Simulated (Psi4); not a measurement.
Psi4 input (wB97X-D/6-311+G**):

```
memory 1500 MB

molecule {
0 2
C    -0.00517534   -0.10696577    0.84074838
C    -0.01360476   -0.69854769   -0.52112947
C     0.01459619    0.56938060   -0.61931483
H     0.91046776   -0.08734705    1.42564298
H    -0.92297864   -0.04704489    1.41948447
H     0.03761437    1.55118910   -1.04695191
symmetry c1
no_reorient
no_com
}

set {
  basis 6-311+G**
  reference uks
  scf_type pk
  dft_radial_points 99
  dft_spherical_points 590
  e_convergence 1e-8
  d_convergence 1e-7
  maxiter 150
}

e = energy('wb97x-d')
print_out(f'\nFINAL {e:.10f} DIPOLE {variable("CURRENT DIPOLE")[0]:.6f} {variable("CURRENT DIPOLE")[1]:.6f} {variable("CURRENT DIPOLE")[2]:.6f}\n')
```

Output:

```
   => Loading Basis Set <=

    Name: 6-311+G**
    Role: ORBITAL
    Keyword: BASIS
    atoms 1-3 entry C          line   129 file 6-311pgss.gbs
    atoms 4-6 entry H          line    42 file 6-311pgss.gbs

   => WB97X-D: Empirical Dispersion <=

    Chai and Head-Gordon Dispersion Correction
    Chai, J.-D.; Head-Gordon, M. (2010), J. Chem. Phys., 132: 6615-6620

        s6 =       1.000000

         ---------------------------------------------------------
                                   SCF
               by Justin Turney, Rob Parrish, Andy Simmonett
                          and Daniel G. A. Smith
                              UKS Reference
         ---------------------------------------------------------

  ==> Geometry <==

    Molecular point group: c1
    Full point group: C1

    Geometry (in Angstrom), charge = 0, multiplicity = 2:

       Center              X                  Y                   Z               Mass
    ------------   -----------------  -----------------  -----------------  -----------------
         C           -0.005175340000    -0.106965770000     0.840748380000    12.000000000000
         C           -0.013604760000    -0.698547690000    -0.521129470000    12.000000000000
         C            0.014596190000     0.569380600000    -0.619314830000    12.000000000000
         H            0.910467760000    -0.087347050000     1.425642980000     1.007825032230
         H           -0.922978640000    -0.047044890000     1.419484470000     1.007825032230
         H            0.037614370000     1.551189100000    -1.046951910000     1.007825032230

  Running in c1 symmetry.

  Rotational constants: A =      1.27255  B =      0.70258  C =      0.49799 [cm^-1]
  Rotational constants: A =  38150.13797  B =  21062.79241  C =  14929.28298 [MHz]
  Nuclear repulsion =   57.284030216318584

  Charge       = 0
  Multiplicity = 2
  Electrons    = 21
  Nalpha       = 11
  Nbeta        = 10

  ==> Algorithm <==

  SCF Algorithm Type is PK.
  DIIS enabled.
  MOM disabled.
  Fractional occupation disabled.
  Guess Type is SAD.
  Energy threshold   = 1.00e-08
  Density threshold  = 1.00e-07
  Integral threshold = 1.00e-12

  ==> Primary Basis <==

  Basis Set: 6-311+G**
    Blend: 6-311+G**
    Number of shells: 42
    Number of basis functions: 84
    Number of Cartesian functions: 87
    Spherical Harmonics?: true
    Max angular momentum: 2

  ==> DFT Potential <==

   => LibXC <=

    Version 7.1.2
    S. Lehtola, C. Steigemann, M. J. T. Oliveira, and M. A. L. Marques,  SoftwareX 7, 1–5 (2018) (10.1016/j.softx.2017.11.002)

   => Composite Functional: WB97X-D <=

    wB97X-D Hyb-GGA Exchange-Correlation Functional

    J.-D. Chai and M. Head-Gordon,  Phys. Chem. Chem. Phys. 10, 6615–6620 (2008) (10.1039/B810189B)

    Deriv               =              1
    GGA                 =           TRUE
    Meta                =          FALSE

    Exchange Hybrid     =           TRUE
    MP2 Hybrid          =          FALSE

   => Exchange-Correlation Functionals <=

    1.0000   wB97X-D range-separated functional

   => Exact (HF) Exchange <=

    0.7780            HF,LR [omega = 0.2000]
    0.2220               HF

   => LibXC Density Thresholds  <==

    XC_HYB_GGA_XC_WB97X_D:  1.00E-14

   => Molecular Quadrature <=

    Radial Scheme          =       TREUTLER
    Pruning Scheme         =           NONE
    Nuclear Scheme         =       TREUTLER

    Blocking Scheme        =         OCTREE
    BS radius alpha        =              1
    Pruning alpha          =              1
    Radial Points          =             99
    Spherical Points       =            590
    Total Points           =         338659
    Total Blocks           =           2478
    Max Points             =            256
    Max Functions          =             84
    Weights Tolerance      =       1.00E-15

  ==> Integral Setup <==

  Using in-core PK algorithm.
   Calculation information:
      Number of atoms:                   6
      Number of AO shells:              42
      Number of primitives:             75
      Number of atomic orbitals:        87
      Number of basis functions:        84

      Integral cutoff                 1.00e-12
      Number of threads:                 1

  Performing in-core PK
  Using 19122705 doubles for integral storage.
  We computed 407466 shell quartets total.
  Whereas there are 408156 unique shell quartets.

  Computing range-separated integrals for PK
  We computed 407466 wK shell quartets total.
  Whereas there are 408156 wK unique shell quartets.

  ==> DiskJK: Disk-Based J/K Matrices <==

    J tasked:                  Yes
    K tasked:                  Yes
    wK tasked:                 Yes
    Omega:               2.000E-01
    Schwarz Cutoff:          1E-12


  Cached 50.0% of DFT collocation blocks in 0.378 [GiB].

  Minimum eigenvalue in the overlap matrix is 1.1958714118E-04.
  Reciprocal condition number of the overlap matrix is 1.4914835967E-05.
    Using symmetric orthogonalization.

  ==> Pre-Iterations <==

  SCF Guess: Superposition of Atomic Densities via on-the-fly atomic UHF (no occupation information).

   -------------------------
    Irrep   Nso     Nmo
   -------------------------
     A         84      84
   -------------------------
    Total      84      84
   -------------------------

  ==> Iterations <==

                        Total Energy        Delta E     RMS |[F,P]|

   @UKS iter SAD:  -115.28422451150499   -1.15284e+02   0.00000e+00
   @UKS iter   1:  -115.78177095146418   -4.97546e-01   6.13088e-03 ADIIS/DIIS
   @UKS iter   2:  -115.85739965919029   -7.56287e-02   4.29890e-03 ADIIS/DIIS
   @UKS iter   3:  -115.92050239704683   -6.31027e-02   4.64304e-04 ADIIS/DIIS
   @UKS iter   4:  -115.92114631190897   -6.43915e-04   2.84863e-04 ADIIS/DIIS
   @UKS iter   5:  -115.92145524227134   -3.08930e-04   7.03943e-05 DIIS
   @UKS iter   6:  -115.92148973952393   -3.44973e-05   3.61548e-05 DIIS
   @UKS iter   7:  -115.92150468828434   -1.49488e-05   2.01317e-05 DIIS
   @UKS iter   8:  -115.92151654353067   -1.18552e-05   7.88915e-06 DIIS
   @UKS iter   9:  -115.92151893569684   -2.39217e-06   3.08766e-06 DIIS
   @UKS iter  10:  -115.92151925604834   -3.20352e-07   1.45650e-06 DIIS
   @UKS iter  11:  -115.92151933180487   -7.57565e-08   5.39614e-07 DIIS
   @UKS iter  12:  -115.92151934285525   -1.10504e-08   1.67125e-07 DIIS
   @UKS iter  13:  -115.92151934378515   -9.29901e-10   5.35137e-08 DIIS
  Energy and wave function converged.

  ==> Post-Iterations <==

   Electrons on quadrature grid:
      Nalpha   =   11.0000000073 ; deviation = 7.315e-09
      Nbeta    =   10.0000000095 ; deviation = 9.505e-09
      Ntotal   =   21.0000000168 ; deviation = 1.682e-08

   @Spin Contamination Metric:   9.448012638E-03
   @S^2 Expected:                7.500000000E-01
   @S^2 Observed:                7.594480126E-01
   @S   Expected:                5.000000000E-01
   @S   Observed:                5.000000000E-01

    Orbital Energies [Eh]
    ---------------------

    Alpha Occupied:

       1A    -10.332396     2A    -10.323168     3A    -10.316602
       4A     -0.988110     5A     -0.725801     6A     -0.656299
       7A     -0.548187     8A     -0.505831     9A     -0.464882
      10A     -0.356560    11A     -0.325914

    Alpha Virtual:

      12A      0.064979    13A      0.068227    14A      0.077456
      15A      0.094512    16A      0.107323    17A      0.131237
      18A      0.144262    19A      0.144920    20A      0.150966
      21A      0.165547    22A      0.178016    23A      0.208752
      24A      0.216463    25A      0.236839    26A      0.247388
      27A      0.279525    28A      0.285914    29A      0.321740
      30A      0.425036    31A      0.500186    32A      0.525413
      33A      0.536678    34A      0.604145    35A      0.606485
      36A      0.620276    37A      0.675287    38A      0.712476
      39A      0.716677    40A      0.719609    41A      0.730022
      42A      0.809581    43A      0.906456    44A      0.916882
      45A      0.996098    46A      1.087092    47A      1.212191
      48A      1.253934    49A      1.388221    50A      1.454881
      51A      1.503893    52A      1.549761    53A      1.583627
      54A      1.683808    55A      1.717691    56A      1.744954
      57A      1.838085    58A      1.839214    59A      1.977246
      60A      2.014793    61A      2.101139    62A      2.154456
      63A      2.173529    64A      2.307386    65A      2.330047
      66A      2.462356    67A      2.584094    68A      2.589169
      69A      2.652676    70A      2.673492    71A      2.764914
      72A      2.866747    73A      2.965045    74A      3.012337
      75A      3.044999    76A      3.166759    77A      3.373830
      78A      3.524539    79A      3.614005    80A      3.797950
      81A      4.242926    82A     23.674209    83A     23.947742
      84A     24.700793

    Beta Occupied:

       1A    -10.328097     2A    -10.316222     3A    -10.313094
       4A     -0.975260     5A     -0.712675     6A     -0.645825
       7A     -0.542442     8A     -0.466490     9A     -0.431944
      10A     -0.349675

    Beta Virtual:

      11A     -0.048019    12A      0.071657    13A      0.075979
      14A      0.079795    15A      0.103761    16A      0.108807
      17A      0.134067    18A      0.145392    19A      0.152404
      20A      0.161184    21A      0.178388    22A      0.186511
      23A      0.211986    24A      0.224850    25A      0.240619
      26A      0.257200    27A      0.283311    28A      0.291598
      29A      0.339363    30A      0.429448    31A      0.505698
      32A      0.531500    33A      0.538769    34A      0.608169
      35A      0.620000    36A      0.627867    37A      0.681912
      38A      0.718791    39A      0.721053    40A      0.725215
      41A      0.745088    42A      0.835822    43A      0.912621
      44A      0.928547    45A      1.004214    46A      1.097228
      47A      1.227938    48A      1.268128    49A      1.395638
      50A      1.467815    51A      1.513392    52A      1.561080
      53A      1.593017    54A      1.697093    55A      1.727456
      56A      1.759130    57A      1.845208    58A      1.852534
      59A      1.988087    60A      2.040432    61A      2.118526
      62A      2.168682    63A      2.202786    64A      2.318228
      65A      2.344647    66A      2.480305    67A      2.588198
      68A      2.592094    69A      2.655205    70A      2.679220
      71A      2.770896    72A      2.887743    73A      2.964728
      74A      3.020881    75A      3.057088    76A      3.174290
      77A      3.410793    78A      3.534135    79A      3.629921
      80A      3.807492    81A      4.251187    82A     23.685015
      83A     23.955242    84A     24.709199

    Final Occupation by Irrep:
              A
    DOCC [    10 ]
    SOCC [     1 ]
    NA   [    11 ]
    NB   [    10 ]

  @UKS Final Energy:  -115.92151934378515

   => Energetics <=

    Nuclear Repulsion Energy =             57.2840302163185839
    One-Electron Energy =                -267.7664485664661242
    Two-Electron Energy =                 106.3822700297455839
    DFT Exchange-Correlation Energy =     -11.8205814808287002
    Empirical Dispersion Energy =          -0.0007895425544930
    VV10 Nonlocal Energy =                  0.0000000000000000
    Total Energy =                       -115.9215193437851497

  UHF NO Occupations:
  HONO-2 :    9  A 1.9979080
  HONO-1 :   10  A 1.9977214
  HONO-0 :   11  A 1.0000000
  LUNO+0 :   12  A 0.0022786
  LUNO+1 :   13  A 0.0020920
  LUNO+2 :   14  A 0.0001398
  LUNO+3 :   15  A 0.0001274

Computation Completed

Properties will be evaluated at   0.000000,   0.000000,   0.000000 [a0]

Properties computed using the SCF density matrix

 Multipole Moments:

 ------------------------------------------------------------------------------------
     Multipole            Electronic (a.u.)      Nuclear  (a.u.)        Total (a.u.)
 ------------------------------------------------------------------------------------

 L = 1.  Multiply by 2.5417464519 to convert [e a0] to [Debye]
 Dipole X            :          0.0130650            0.0000001            0.0130650
 Dipole Y            :          0.6355136           -0.0000000            0.6355136
 Dipole Z            :          0.2693096            0.0000000            0.2693097
 Magnitude           :                                                    0.6903448

 ------------------------------------------------------------------------------------

FINAL -115.9215193438 DIPOLE 0.013065 0.635514 0.269310

*** Psi4 exiting successfully. Buy a developer a beer!
```

The geometry given is a B3LYP-D3(BJ)/def2-TZVP minimum.
